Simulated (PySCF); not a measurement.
# B2H7P: the cost of one run

The runs use PySCF 2.14.0, with density-fitted response routines of our own; the level of theory stands in each step. All values are computed, except where a source is named. Atoms count from 0, in the outputs and in this text.

### 1 The molecule as given

10 atoms, charge 0, multiplicity 1; geometry from: GFN2-xTB. The atoms were then displaced at random by about 0.01 Å, so the start is not that level's minimum.

Bonds of the start (Å): B0–P1 1.87, P1–B2 1.96, B0–H3 1.16, B0–H4 1.15, P1–H5 1.39, P1–H6 1.39, B2–H7 1.18, B2–H8 1.22, B2–H9 1.17.

### 2 Optimising the geometry at PBE0-D3(BJ)/def2-SVP

What the job is given:

```
{"job": {"xc": "PBE0", "basis": "def2-SVP", "d3": "d3bj", "grid": 1, "shake": 0.01, "kind": "geom"}, "charge": 0, "multiplicity": 1}
B      1.702680    -0.261970    -0.118710
P      0.082810     0.645290    -0.327530
B     -1.389240    -0.429450     0.382690
H      2.056400    -0.998080    -0.940850
H      2.271780    -0.134550     0.867070
H     -0.095050     1.028520    -1.647310
H      0.183390     1.911140     0.230930
H     -1.347450    -1.412800    -0.275210
H     -1.076140    -0.617420     1.548470
H     -2.338740     0.248400     0.259380
```

Launch:

```bash
$ OMP_NUM_THREADS=1 python probes_run.py task.json out
```

One launch serves the whole session: the jobs run in the order shown.

**Question.** How long does this first job take on 1 thread of Arm Neoverse V2, shared host, and how much memory does it need?

About 6.6 s, with a peak of 0.34 GiB.
